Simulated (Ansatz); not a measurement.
Geometry optimisation, RKS LDA/6-31G* in Ansatz.

Input:

```yaml
crystal:
  periodic: [false, false, false]
  atoms:
    - { symbol: "N", position_ang: [-0.9771, 0.8934, -0.2853] }
    - { symbol: C, position_ang: [0.094, 0.4859, 0.341] }
    - { symbol: C, position_ang: [1.0949, -0.1962, -0.1768] }
    - { symbol: F, position_ang: [1.2209, -0.478, -1.4808] }
    - { symbol: C, position_ang: [0.3083, -0.8572, 0.8046] }
    - { symbol: H, position_ang: [-1.71792, 1.28112, 0.40215] }
    - { symbol: H, position_ang: [-1.46743, 0.15628, -0.78664] }
    - { symbol: H, position_ang: [-0.3237, -1.6016, 0.4614] }
    - { symbol: H, position_ang: [0.7254, -0.9353, 1.8539] }
basis:
  gaussian: { orbitals: "6-31G*" }
hamiltonian:
  xc: lda
relax:
  f_tol: 0.015
  max_steps: 40
output:
  orbitals: {}
```

Run as:

```bash
$ ansatz run input.yaml --threads 1 --pin off --max-ram 2048MiB --backend cpu --events-out ev --progress --plain --runs-dir out
```

Where does it end, and by what steps?

The run converged. After 13 steps the energy has fallen by 1.802 eV; H7 moved furthest, 1.34 Å.

```tsv
step	energy less start (eV)	largest force component (eV/Å)	accepted
0	0.0000	5.042	yes
1	-0.8441	2.015	yes
2	-1.1769	0.923	yes
3	-1.3756	1.278	yes
4	-1.5565	0.945	yes
5	-1.6434	1.168	yes
6	-1.7291	0.600	yes
7	-1.7754	0.553	yes
8	-1.7956	0.290	yes
9	-1.7989	0.098	yes
10	-1.7990	0.109	yes
11	-1.8009	0.086	yes
12	-1.8017	0.020	yes
13	-1.8018	0.013	yes
```

```xyz
9
Properties=species:S:1:pos:R:3
N -1.199 1.039 -0.078
C -0.241 0.074 -0.077
C 0.814 -0.566 -0.492
F 1.784 -0.696 -1.378
C 0.399 -0.932 0.876
H -2.058 0.798 0.423
H -1.381 1.482 -0.981
H -0.113 -1.897 1.078
H 0.952 -0.554 1.764
```

The run took 25 s on 1 thread of Arm Neoverse V1, with other jobs on the host, peak memory 0.15 GiB.
